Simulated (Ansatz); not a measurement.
# One shape, several levels: SiH2 (SMILES [H][Si][H])

Aim: a comparison of 6 runs (UHF/cc-pVDZ, HSE06/3-21G, r2SCAN/cc-pVDZ, MP2/cc-pVDZ, CCSDT/cc-pVDZ, CCSD(T)/cc-pVDZ) of SiH2. 

The results are computed with Ansatz 0.2.0.

61 further runs of the same task are left out: 61 set aside as unsound or not needed.

## Step 1: The molecule

The species is SiH2 (3 atoms), meant as a singlet with charge 0. SMILES: `[H][Si][H]`. The H3–Si1 distance was set to 1.856 Å, away from the relaxed value.

Bond lengths: Si1–H2 1.486 Å. A long bond or contact: Si1–H3 1.856 Å.

## Step 2: A single-point energy at UHF/cc-pVDZ (run 1)

The input, in.yaml:

```yaml
crystal:
  periodic: [false, false, false]
  atoms:
    - symbol: Si
      position_ang: [0.285369, -0.017242, -0.899181]
    - symbol: H
      position_ang: [1.390379, -0.029092, 0.093929]
    - symbol: H
      position_ang: [-1.115450, 0.028170, 0.318290]
basis:
  gaussian: {orbitals: cc-pVDZ}
magnetization: {spin_polarized: true}
accuracy: high
hamiltonian: {xc: hf}
```

Started as:

```sh
$ ansatz run in.yaml --threads 1 --pin off --max-ram 2610MiB --events-out events.jsonl --progress --plain --runs-dir runs
```

The log of the run:

```text
Warning: RAYON_NUM_THREADS=1 ignored (pool sized by the plan → 1); use --threads N
Functional definition: HF
  name "HF"
  exchange = exact_x
  correlation = 0
548 factors; integrals over basis functions are off by at most 3.9e-9 eV
mean field evaluation 1: about -7890.8561 eV, gradient 5.1e0 eV
mean field evaluation 2: about -7890.8574 eV, gradient 5.1e0 eV
mean field evaluation 4: about -7891.1874 eV, gradient 3.4e-1 eV
mean field evaluation 8: about -7891.1893 eV, gradient 2.3e-4 eV
mean field evaluation 16: about -7891.2812 eV, gradient 1.7e-1 eV
mean field evaluation 32: about -7891.1893 eV, gradient 6.3e-4 eV
mean field -7891.28294479 eV, -289.9992993173 hartree, gradient 2.4e-8 eV, S^2 0.388637; 2 other end points of the search recorded, 0 dependent functions left out
reference -7891.28294479 eV, -289.9992993173 hartree; 8, 8 occupied and 20, 20 virtual orbitals, 548 factors
Total energy: -7891.28294479 eV, -289.9992993173 hartree
```

It took 0.32 s on 1 thread of Arm Neoverse V1, shared host.

## Step 3: The energy at HSE06/3-21G (run 2)

The input, input.yaml:

```yaml
crystal:
  periodic: [false, false, false]
  atoms:
    - symbol: Si
      position_ang: [0.285369, -0.017242, -0.899181]
    - symbol: H
      position_ang: [1.390379, -0.029092, 0.093929]
    - symbol: H
      position_ang: [-1.115450, 0.028170, 0.318290]
basis:
  gaussian:
    orbitals: 3-21G.json
accuracy: high
hamiltonian:
  xc: {name: HSE06}
```

The basis set 3-21G is read from a file made from the Basis Set Exchange's data (not shown).

Started as:

```sh
$ ansatz run input.yaml --threads 1 --pin off --max-ram 2610MiB --events-out events.jsonl --progress --plain --runs-dir runs
```

The log of the run:

```text
Warning: RAYON_NUM_THREADS=1 ignored (pool sized by the plan → 1); use --threads N
Functional definition: HSE06
  name "HSE06"
  parameter a = 0.25
  parameter omega = 0.11/bohr
  exchange = pbe_x - a*pbe_x_sr(omega) + a*exact_x_sr(omega)
  correlation = pbe_c
328 factors; integrals over basis functions are off by at most 3.9e-9 eV
62 factors; integrals over basis functions are off by at most 2.2e-9 eV
mean field evaluation 1: about -7861.5882 eV, gradient 4.8e0 eV
mean field evaluation 2: about -7861.6430 eV, gradient 3.0e0 eV
mean field evaluation 4: about -7861.6939 eV, gradient 8.2e-2 eV
mean field evaluation 8: about -7861.6894 eV, gradient 1.1e-4 eV
mean field evaluation 16: about -7861.6894 eV, gradient 2.5e-8 eV
mean field -7861.68944967 eV, -288.9117584307 hartree, gradient 2.5e-8 eV, S^2 0.000000; 0 other end points of the search recorded, 0 dependent functions left out
reference -7861.68945183 eV, -288.9117585102 hartree; 8, 8 occupied and 9, 9 virtual orbitals, 328 factors
Total energy: -7861.68945183 eV, -288.9117585102 hartree
```

Wall time 0.68 s (1 thread of Arm Neoverse V1, shared host).

## Step 4: The energy at r2SCAN/cc-pVDZ (run 3)

The input, run.yaml:

```yaml
crystal:
  periodic: [false, false, false]
  atoms:
    - symbol: Si
      position_ang: [0.285369, -0.017242, -0.899181]
    - symbol: H
      position_ang: [1.390379, -0.029092, 0.093929]
    - symbol: H
      position_ang: [-1.115450, 0.028170, 0.318290]
basis:
  gaussian: {orbitals: cc-pVDZ}
accuracy: high
hamiltonian: {xc: r2scan}
```

Started as:

```sh
$ ansatz run run.yaml --threads 1 --pin off --max-ram 2610MiB --events-out events.jsonl --progress --plain --runs-dir runs
```

The log of the run:

```text
Warning: RAYON_NUM_THREADS=1 ignored (pool sized by the plan → 1); use --threads N
Functional definition: r2SCAN
  name "r2SCAN"
  parameter k0 = 0.174
  parameter k1 = 0.065
  parameter a1 = 4.9479
  exchange = r2scan_x(k0 = k0, k1 = k1, a1 = a1)
  correlation = r2scan_c
548 factors; integrals over basis functions are off by at most 3.9e-9 eV
mean field evaluation 1: about -7905.9647 eV, gradient 7.9e0 eV
mean field evaluation 2: about -7906.0804 eV, gradient 5.8e0 eV
mean field evaluation 4: about -7906.2640 eV, gradient 3.0e-1 eV
mean field evaluation 8: about -7906.2563 eV, gradient 1.4e-2 eV
mean field evaluation 16: about -7906.2563 eV, gradient 3.3e-7 eV
mean field -7906.25625567 eV, -290.5495583429 hartree, gradient 8.3e-9 eV, S^2 0.000000; 0 other end points of the search recorded, 0 dependent functions left out
reference -7906.25625619 eV, -290.5495583622 hartree; 8, 8 occupied and 20, 20 virtual orbitals, 548 factors
Total energy: -7906.25625619 eV, -290.5495583622 hartree
```

Wall time 1.9 s (1 thread of Arm Neoverse V1, shared host); peak memory 0.1 GiB.

Runs 4 to 5 aren't shown in full; the table further down has their settings and results.

## Step 5: A single-point energy at CCSD(T)/cc-pVDZ (run 6)

The input, input.yaml:

```yaml
crystal:
  periodic: [false, false, false]
  atoms:
    - {symbol: Si, position_ang: [0.285369, -0.017242, -0.899181]}
    - {symbol: H, position_ang: [1.390379, -0.029092, 0.093929]}
    - {symbol: H, position_ang: [-1.115450, 0.028170, 0.318290]}
basis:
  gaussian: {orbitals: cc-pVDZ}
correlation: {method: ccsd_t, frozen_orbitals: {H: 0, Si: 5}}
accuracy: high
scf: {omitted_lower_state_checks: [cluster_reference, increment]}
```

Started as:

```sh
$ ansatz run input.yaml --threads 1 --pin off --max-ram 2610MiB --events-out events.jsonl --progress --plain --runs-dir runs
```

The log of the run, cut to the lines that bear on the results:

```text
Warning: RAYON_NUM_THREADS=1 ignored (pool sized by the plan → 1); use --threads N
[... 2 set-up lines as earlier in the session ...]
[...]
548 factors; integrals over basis functions are off by at most 3.9e-9 eV
[...]
mean field -7891.18930108 eV, -289.9958579744 hartree, gradient 6.8e-8 eV, S^2 0.000000; 0 other end points of the search recorded, 0 dependent functions left out; unrestricted orbitals would lower it
5 core orbitals not correlated: weight in the atoms' cores, before any rotation towards them, 1.000 or more for the frozen orbitals, at most 0.000 for the correlated occupied ones
reference -7891.18930108 eV, -289.9958579744 hartree; 3, 3 occupied and 20, 20 virtual orbitals, 548 factors
second order -2.41823384 eV of doubles, -0.00000000 eV of singles
cycle   1  -2.96044694 eV  change   -5.4e-1 eV  update   6.8e-2
[...]
cycle  23  -3.24043486 eV  change   9.4e-11 eV  update  4.4e-10
perturbative correction -0.06991306 eV, -0.0025692577 hartree
Total energy: -7894.49964900 eV, -290.1175110167 hartree
Checks for a lower state left out: cluster_reference, increment
```

Wall time 0.34 s (1 thread of Arm Neoverse V1, shared host).

## Step 6: Overview of the runs

```tsv
run	level	frozen core orbitals	energy (Eh)	wall time
1	UHF/cc-pVDZ	–	-289.999299	0.32 s
2	HSE06/3-21G	–	-288.911759	0.68 s
3	r2SCAN/cc-pVDZ	–	-290.549558	1.9 s
4	MP2/cc-pVDZ	5	-290.084726	0.25 s
5	CCSDT/cc-pVDZ	5	-290.118225	0.7 s
6	CCSD(T)/cc-pVDZ	5	-290.117511	0.34 s
```

## Step 7: Summary of results

| quantity | value |
| --- | --- |
| run 6: total energy | -290.11751 Eh |
| run 6: correlation energy (5 core orbitals frozen) | -121.7 mEh |
| run 6: (T) correction | -2.57 mEh |
| run 6: T1 diagnostic | 0.016 |

In words: Below the UHF energy at the same shape and in the same basis (cc-pVDZ): MP2 -85.4 mEh; CCSDT -118.9 mEh; CCSD(T) -118.2 mEh. Some of these start from another determinant than that one, so these aren't their correlation energies. Totals of different functionals can't be ranked against each other. In runs 4, 5, 6 the log says that unrestricted orbitals would lower the reference, so the values rest on an unstable closed-shell determinant (other closed-shell runs at this shape may share the fault). Spin contamination of the reference: run 1 ⟨S²⟩ = 0.39. All runs together took 4.2 s, the longest 1.9 s.
